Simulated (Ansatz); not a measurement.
Input file:

```yaml
crystal:
  periodic: [false, false, false]
  atoms:
    - {symbol: Ge, position_ang: [0.000000, 0.000000, 0.000000]}
    - {symbol: As, position_ang: [0.000000, 0.000000, 2.416100]}
basis:
  gaussian: {orbitals: cc-pVDZ}
total_charge: 1
magnetization: {spin_polarized: true, initial_magnetization: 0}
hamiltonian: {xc: {name: PBE}}
output: {orbitals: {seedname: orbitals}}
```

```sh
$ ansatz run in.yaml --threads 1 --pin off --events-out ev --progress --plain --max-ram 2393MiB
```

Output:

```
658 factors; integrals over basis functions are off by at most 8.9e-4 eV
mean field evaluation 1: about -117328.5371 eV, gradient 1.2e1 eV
mean field evaluation 2: about -117317.7927 eV, gradient 3.3e1 eV
mean field evaluation 4: about -117329.8656 eV, gradient 4.2e0 eV
mean field evaluation 8: about -117329.9333 eV, gradient 3.0e0 eV
mean field evaluation 16: about -117330.0243 eV, gradient 6.2e-6 eV
mean field evaluation 32: about -117330.3200 eV, gradient 2.2e-2 eV
mean field evaluation 64: about -117330.2182 eV, gradient 5.6e-5 eV
mean field evaluation 96: about -117330.0132 eV, gradient 4.2e0 eV
mean field evaluation 128: about -117330.4353 eV, gradient 6.8e-1 eV
mean field evaluation 160: about -117330.0242 eV, gradient 1.1e-1 eV
mean field -117330.76487702 eV, -4311.8260795816 hartree, gradient 8.4e-6 eV, S^2 1.003284; 15 other end points of the search recorded, 0 dependent functions left out
reference -117330.76490380 eV, -4311.8260805657 hartree; 32, 32 occupied and 22, 22 virtual orbitals, 658 factors
Total energy: -117330.76490380 eV, -4311.8260805657 hartree
```

Ran on 1 thread of Arm Neoverse V1, shared host: 19 s wall, 0.11 GiB peak host memory.
